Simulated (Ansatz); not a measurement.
`CCCCC#N`. Charge 0, multiplicity 1.

```xyz
15

C    -1.8102   -0.7111   -0.8617
C    -0.3429   -0.3597   -0.6930
C    -0.0975    0.5509    0.4978
C     1.3752    0.9154    0.6908
C     2.2051   -0.2471    0.9671
N     2.8420   -1.1786    1.1876
H    -1.9660   -1.3624   -1.7240
H    -2.1936   -1.2313    0.0202
H    -2.4192    0.1855   -1.0078
H     0.2461   -1.2751   -0.5745
H     0.0287    0.1280   -1.6018
H    -0.6590    1.4827    0.3760
H    -0.4710    0.0767    1.4108
H     1.7675    1.4059   -0.2058
H     1.4948    1.6202    1.5183
```

What are the harmonic wavenumbers in cm⁻¹ at PBE0-D4/def2-TZVP (Ansatz, finite differences of forces, unscaled)? (Estimate.)

Ansatz gave: 84, 98, 207, 245, 260, 390, 397, 593, 745, 830, 838, 935, 945, 1036, 1085, 1127, 1135, 1238, 1264, 1327, 1334, 1357, 1404, 1409, 1459, 1479, 1487, 1492, 1502, 2380, 3036, 3045, 3052, 3060, 3072, 3097, 3107, 3118, 3127.

Is this a minimum?

Yes, all 39 modes are real.

Give the ideal-gas thermochemistry at 298.15 K and 1 bar (rigid rotor, harmonic oscillator; point group C1, symmetry number 1).

Zero-point energy 345.7 kJ/mol; H(298) − E = 367.0 kJ/mol; entropy 346.7 J/(mol·K), of which translation 164.0, rotation 113.4, vibration 69.3; G(298) − E = 263.7 kJ/mol. Modes under 100 cm⁻¹ are hindered rotations or soft bends, so the harmonic entropy is rough.
